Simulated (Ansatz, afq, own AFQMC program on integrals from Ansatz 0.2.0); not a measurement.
## H₂Cl, doublet: AFQMC among the cluster methods

```xyz
3

Cl    0.0000    0.0000   -1.2390
H     0.0000    0.0000    0.1640
H     0.0000    0.0000    1.0750
```

Basis cc-pVTZ. Noble-gas cores (and the filled d shells of Ga–Kr and In–Xe) are frozen. Integrals, coupled cluster, full CI and functionals: Ansatz 0.2.0; the random walks run on the same integrals in our own AFQMC program. ph-AFQMC/CISD is guided by a CISD state made of CCSD amplitudes; releasing the constraint for a short imaginary time cuts its bias at the price of noise, slowly where states lie close. ± is one standard error of the sampling.

Determinant: UHF, the one that the program's search chose, which needn't be the lowest solution. The geometry is a point of a scan.

No full CI on the walks' own integrals is used here; CCSDT(Q) serves as the reference and is uncertain by about the last step of the cluster series.

Cautions: the released energies are still falling, so no released level is given (meV from the phaseless value at times in 1/Eh: 0.0 ± 2.3 at 0.24, -1.8 ± 1.9 at 0.51, -0.7 ± 2.2 at 0.99, -5 ± 3 at 1.62, -7 ± 3 at 2.40), though the last usable value meets CCSDT(Q) within the noise; the ph-AFQMC/CISD walk drifts between its halves (2.1 errors).

```
T1 diagnostic                               : 0.0130
weight of the determinant in the CISD state : 0.908
⟨S²⟩ of the determinant                     : 0.784
size of the correlated space                : 9 electrons in 57 orbitals
```

Reference: CCSDT(Q), correlation energy -6.683 eV.

```csv
level,E − E(reference) (kJ/mol),share of correlation (%)
HF,644.8,0.00
MP2,90.4,85.98
CCSD,24.7,96.17
CCSD(T),2.7,99.59
CCSDT,0.9,99.86
ph-AFQMC/CISD,0.3 ± 0.2,99.95
```

A walk keeps the symmetry of its determinant, which the program's search chose and which needn't be the lowest solution, so a lower state of the same spin and another symmetry isn't excluded.
